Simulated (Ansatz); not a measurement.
System: cubic BN. Method: PBE (PAW; Ansatz, a program for electronic structure).

The same calculation (at the measured cell, 5.910 Å³/atom) with different numerical settings:

| run | k mesh | high-frequency dielectric constant | static dielectric constant | TO(Γ) frequency (cm⁻¹) | rough time |
|---|---|---|---|---|---|
| 1 | 4×4×4 | 4.374 | 6.692 | 1041.8 | under 3 core-s |
| 2 | 6×6×6 | 4.560 | 6.880 | 1036.8 | 4 core-s |
| 3 | 8×8×8 | 4.598 | 6.918 | 1036.3 | 6 core-s |
| 4 | 12×12×12 | 4.607 | 6.927 | 1036.3 | 20 core-s |
| 5 | 16×16×16 | 4.607 | 6.927 | 1036.3 | 30 core-s |
| 6 | 20×20×20 | 4.607 | 6.927 | 1036.3 | 70 core-s |

In the column static dielectric constant the first row differs from the last by -0.235 and the next to last by 0.000.

The last row is no converged limit: other settings stay fixed.
